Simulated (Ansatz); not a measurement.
**One shape, several levels: C4H4O (SMILES C#COC=C)**

Aim: a comparison of 6 runs (HF/STO-3G, HF/def2-SVP, B3LYP/STO-3G, PBE0/def2-SVP, MP2/STO-3G, CCSD/6-31G**) of C4H4O. 

Program for the calculation: Ansatz 0.2.0.

5 further runs of the same task are left out: 2 for a known fault of the program, 3 set aside as unsound or not needed.

### 1 The system as given

The species is C4H4O (9 atoms), meant as a singlet with charge 0. As SMILES, `C#COC=C`. Geometry: relaxed at PBE0-D4/def2-TZVP. This is one conformer, not always the lowest.

Bond lengths: C1–C2 1.198 Å, C2–O3 1.295 Å, O3–C4 1.383 Å, C4–C5 1.318 Å, C1–H6 1.063 Å, C4–H7 1.084 Å, C5–H8 1.082 Å, C5–H9 1.080 Å. Angles: C1–C2–O3 177.9°, C2–O3–C4 117.3°, O3–C4–C5 120.4°, C2–C1–H6 179.7°, O3–C4–H7 114.1°, C5–C4–H7 125.5°, C4–C5–H8 121.6°, C4–C5–H9 119.2°, H8–C5–H9 119.1°.

### 2 Energy and forces at HF/STO-3G (run 1)

job.yaml

```yaml
crystal:
  periodic: [false, false, false]
  atoms:
    - {symbol: C, position_ang: [1.514700, 2.174000, -0.090400]}
    - {symbol: C, position_ang: [0.605800, 1.410700, 0.070500]}
    - {symbol: O, position_ang: [-0.403600, 0.621700, 0.260600]}
    - {symbol: C, position_ang: [-0.232700, -0.713300, -0.056700]}
    - {symbol: C, position_ang: [-1.219300, -1.570600, 0.111800]}
    - {symbol: H, position_ang: [2.317400, 2.855900, -0.231000]}
    - {symbol: H, position_ang: [0.752500, -0.955300, -0.438200]}
    - {symbol: H, position_ang: [-2.181200, -1.260000, 0.498700]}
    - {symbol: H, position_ang: [-1.065200, -2.609300, -0.142200]}
basis:
  gaussian:
    orbitals: STO-3G
hamiltonian:
  xc: hf
accuracy: high
output:
  forces: true
  orbitals: {seedname: orbitals}
```

Command:

```bash
$ ansatz run job.yaml --threads 1 --pin off --max-ram 2610MiB --events-out events.jsonl --progress --plain --runs-dir runs
```

What it wrote:

```text
Warning: RAYON_NUM_THREADS=1 ignored (pool sized by the plan → 1); use --threads N
Functional definition: HF
  name "HF"
  exchange = exact_x
  correlation = 0
565 factors; integrals over basis functions are off by at most 4.5e-9 eV
mean field evaluation 1: about -6137.9175 eV, gradient 2.2e1 eV
mean field evaluation 2: about -6138.0648 eV, gradient 2.2e1 eV
mean field evaluation 4: about -6139.6131 eV, gradient 3.1e0 eV
mean field evaluation 8: about -6139.6513 eV, gradient 9.3e-5 eV
mean field -6139.64970177 eV, -225.6279649361 hartree, gradient 2.9e-8 eV, S^2 0.000000; 0 other end points of the search recorded, 0 dependent functions left out
the calculation of the forces begins
reference -6139.64970177 eV, -225.6279649361 hartree; 18, 18 occupied and 11, 11 virtual orbitals, 565 factors
Total energy: -6139.64970177 eV, -225.6279649361 hartree
Atom 0 at     1.514700     2.174000    -0.090400 Å, force    -3.182970    -2.608163     0.576047 eV/Å
Atom 1 at     0.605800     1.410700     0.070500 Å, force     6.107406     4.612169    -1.181477 eV/Å
Atom 2 at    -0.403600     0.621700     0.260600 Å, force    -3.322333    -0.641635     1.005191 eV/Å
Atom 3 at    -0.232700    -0.713300    -0.056700 Å, force    -0.294702    -1.206347    -0.134448 eV/Å
Atom 4 at    -1.219300    -1.570600     0.111800 Å, force     0.649557     0.285325    -0.165051 eV/Å
Atom 5 at     2.317400     2.855900    -0.231000 Å, force    -0.031705    -0.019133     0.007085 eV/Å
Atom 6 at     0.752500    -0.955300    -0.438200 Å, force     0.142927    -0.351318    -0.116735 eV/Å
Atom 7 at    -2.181200    -1.260000     0.498700 Å, force     0.100822    -0.094311    -0.052542 eV/Å
Atom 8 at    -1.065200    -2.609300    -0.142200 Å, force    -0.169001     0.023412     0.061931 eV/Å
Dipole moment:     0.134062    -0.215455    -0.087408 e Å
```

It took 0.69 s on 1 thread of Arm Neoverse V1, shared host.

### 3 Energy and forces at HF/def2-SVP (run 2)

input.yaml

```yaml
crystal:
  periodic: [false, false, false]
  atoms:
    - {symbol: C, position_ang: [1.514700, 2.174000, -0.090400]}
    - {symbol: C, position_ang: [0.605800, 1.410700, 0.070500]}
    - {symbol: O, position_ang: [-0.403600, 0.621700, 0.260600]}
    - {symbol: C, position_ang: [-0.232700, -0.713300, -0.056700]}
    - {symbol: C, position_ang: [-1.219300, -1.570600, 0.111800]}
    - {symbol: H, position_ang: [2.317400, 2.855900, -0.231000]}
    - {symbol: H, position_ang: [0.752500, -0.955300, -0.438200]}
    - {symbol: H, position_ang: [-2.181200, -1.260000, 0.498700]}
    - {symbol: H, position_ang: [-1.065200, -2.609300, -0.142200]}
basis:
  gaussian:
    orbitals: def2-SVP
hamiltonian:
  xc: hf
accuracy: high
output: {forces: true, orbitals: {seedname: orbitals}}
```

Command:

```bash
$ ansatz run input.yaml --threads 1 --pin off --max-ram 2610MiB --events-out events.jsonl --progress --plain --runs-dir runs
```

What it wrote, shortened:

```text
Warning: RAYON_NUM_THREADS=1 ignored (pool sized by the plan → 1); use --threads N
[... 2 set-up lines as earlier in the session ...]
[...]
2072 factors; integrals over basis functions are off by at most 5.3e-9 eV
[...]
mean field -6214.11610364 eV, -228.3645547298 hartree, gradient 1.1e-8 eV, S^2 0.000000; 0 other end points of the search recorded, 0 dependent functions left out
[...]
reference -6214.11610364 eV, -228.3645547298 hartree; 18, 18 occupied and 72, 72 virtual orbitals, 2072 factors
Total energy: -6214.11610364 eV, -228.3645547298 hartree
Atom 0 at     1.514700     2.174000    -0.090400 Å, force    -0.947922    -0.845527     0.158188 eV/Å
Atom 1 at     0.605800     1.410700     0.070500 Å, force     0.666816     0.885226    -0.054852 eV/Å
Atom 2 at    -0.403600     0.621700     0.260600 Å, force     0.411914    -0.345511    -0.207196 eV/Å
Atom 3 at    -0.232700    -0.713300    -0.056700 Å, force    -0.353111     0.183162     0.155478 eV/Å
Atom 4 at    -1.219300    -1.570600     0.111800 Å, force     0.276728     0.128436    -0.068959 eV/Å
Atom 5 at     2.317400     2.855900    -0.231000 Å, force     0.044812     0.017609    -0.011811 eV/Å
Atom 6 at     0.752500    -0.955300    -0.438200 Å, force    -0.122563    -0.031810     0.035448 eV/Å
Atom 7 at    -2.181200    -1.260000     0.498700 Å, force     0.046607     0.003018    -0.015235 eV/Å
Atom 8 at    -1.065200    -2.609300    -0.142200 Å, force    -0.023281     0.005398     0.008940 eV/Å
Dipole moment:     0.120586    -0.295750    -0.098419 e Å
```

Run time: 4.8 s. Hardware: 1 thread of Arm Neoverse V1, shared host.

Runs 3 to 5 aren't shown in full; the table further down has their settings and results.

### 4 Energy and gradient at CCSD/6-31G(d,p) (spherical functions) (run 6)

job.yaml: that of step 2 with these lines changed.

```diff
@@ -14,8 +14,10 @@
   gaussian:
-    orbitals: STO-3G
-hamiltonian:
-  xc: hf
-accuracy: high
+    orbitals: 6-31G_st__st_-spherical.json
+correlation:
+  method: ccsd
+  electrons: all
 output:
   forces: true
-  orbitals: {seedname: orbitals}
+accuracy: high
+scf:
+  lower_state_search: full
```

The basis set 6-31G** is read from a file made from the Basis Set Exchange's data (not shown).

Command:

```bash
$ ansatz run job.yaml --threads 1 --pin off --max-ram 2610MiB --events-out events.jsonl --progress --plain --runs-dir runs
```

What it wrote:

```text
Warning: RAYON_NUM_THREADS=1 ignored (pool sized by the plan → 1); use --threads N
[... 35 lines left out ...]
Total energy: -6238.85089390 eV, -229.2735415057 hartree
[... 9 lines left out ...]
Dipole moment:     0.107852    -0.262574    -0.087650 e Å
```

Wall time 2.1 min (1 thread of Arm Neoverse V1, shared host); peak memory 0.98 GiB.

### 5 The series

```
run                               level  frozen core orbitals  lower state search  energy (Eh)  dipole moment (D)  HOMO energy (eV)  LUMO energy (eV)  wall time
  1                           HF/STO-3G                     –             default  -225.627965               1.29             -7.33              8.30     0.69 s
  2                         HF/def2-SVP                     –             default  -228.364555               1.61             -9.64              4.37      4.8 s
  3                        B3LYP/STO-3G                     –             default  -226.961070               1.11             -4.25              2.91      3.3 s
  4                       PBE0/def2-SVP                     –             default  -229.484302               1.42             -6.90              0.22       11 s
  5                          MP2/STO-3G                     5             default  -225.924995               1.12             -7.33              8.30     0.83 s
  6  CCSD/6-31G** (spherical functions)                     0                full  -229.273542               1.43                 –                 –    2.1 min
```

### 6 What came out

```
                                 quantity          value
                      run 6: total energy  -229.27354 Eh
run 6: dipole moment (correlated density)         1.43 D
                run 6: correlation energy     -732.8 mEh
                     run 6: T1 diagnostic          0.011
          run 6: largest force on an atom     1.393 eV/Å
```

In words: The dipole moment (its size) runs from 1.11 D (B3LYP/STO-3G) to 1.61 D (HF/def2-SVP). The two ends differ in method and basis. Over runs 1, 2, 3, 4 the HOMO–LUMO gap runs from 7.11 eV (PBE0/def2-SVP) to 15.63 eV (HF/STO-3G). Totals of different functionals can't be ranked against each other. In run 5 the log says that unrestricted orbitals would lower the reference, so the values rest on an unstable closed-shell determinant (other closed-shell runs at this shape may share the fault). In runs 1, 3, 5 the basis is minimal, so the values are rough. All runs together took 2.5 min, the longest 2.1 min.
